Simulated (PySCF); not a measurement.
C3H5N.
Numbering: `[H]/[N:4]=[CH:3]\[CH:2]=[CH2:1]` (hydrogens: H5, H6 on C1; H7 on C2; H8 on C3; H9 on N4)

Method: PBE0-D3(BJ)/def2-SVP geometry optimisation, gas phase (PySCF); density fitting, grid level 1; the optimiser is geomeTRIC in internal coordinates, started from an MMFF94s structure with every atom displaced at random (about 0.03 Å).

Geometry at step 0:
```
atom  x, y, z in Å
C1     -1.4311   -0.1254    0.1747
C2     -0.2650    0.4121    0.0371
C3      0.8182   -0.5198   -0.1422
N4      2.2096   -0.1449   -0.2483
H5     -2.3389    0.6114    0.2487
H6     -1.7264   -1.0970    0.1386
H7     -0.0076    1.4814    0.0619
H8      0.6791   -1.5719   -0.1457
H9      2.1950    0.8846   -0.1504
```

**Question.** What forces act on the atoms?

**Answer.** 
| atom | Fx (eV/Å) | Fy (eV/Å) | Fz (eV/Å) |
| --- | --- | --- | --- |
| C1 | -5.021 | 4.870 | 0.393 |
| C2 | 3.198 | -0.190 | -0.306 |
| C3 | 8.330 | 3.363 | -0.341 |
| N4 | -6.799 | -1.666 | 0.591 |
| H5 | 1.452 | -1.389 | 0.086 |
| H6 | -0.347 | -3.407 | -0.106 |
| H7 | -0.390 | -0.182 | -0.020 |
| H8 | -0.505 | -1.284 | -0.147 |
| H9 | 0.081 | -0.114 | -0.150 |

The largest, 8.99 eV/Å, acts on C3; the rms over all components is 2.772 eV/Å. The forces sum to zero within rounding, as they must for an isolated molecule in no field.

**Question.** Give the force on C3 in Eh/bohr and in nN.

**Answer.** 8.989 eV/Å ÷ 51.422 = 0.17482 Eh/bohr, and 8.989 eV/Å × 1.602 = 14.40 nN.

**Question.** How far is this geometry from the end of the optimisation?

**Answer.** 1.249 eV above it, and 0.060 Å rms away after alignment. The bonds farthest from their final lengths, with half the difference of the two atoms' forces along the bond (positive lengthens):

```json
{"bond": "C3=N4", "now (Å)": "1.445", "final (Å)": "1.272", "force along bond (eV/Å)": "-7.97"}
{"bond": "C1–H5", "now (Å)": "1.172", "final (Å)": "1.092", "force along bond (eV/Å)": "-4.49"}
{"bond": "C1–H6", "now (Å)": "1.016", "final (Å)": "1.095", "force along bond (eV/Å)": "+3.29"}
{"bond": "C1=C2", "now (Å)": "1.291", "final (Å)": "1.338", "force along bond (eV/Å)": "+2.69"}
{"bond": "C3–H8", "now (Å)": "1.061", "final (Å)": "1.105", "force along bond (eV/Å)": "+2.88"}
{"bond": "C2–C3", "now (Å)": "1.440", "final (Å)": "1.465", "force along bond (eV/Å)": "+0.78"}
```

The angle farthest from its final value is C2–C1–H6, 131.0° against 121.0°.

Of the 6 listed bonds off by 0.010 Å or more, this force points towards the final length in 6.

What follows is the cost of the whole optimisation. The run took 18 s on Arm Neoverse V1, one thread, shared host with 32 logical CPUs at a one-minute load of 8.3, and the process peaked at 0.33 GiB of memory.
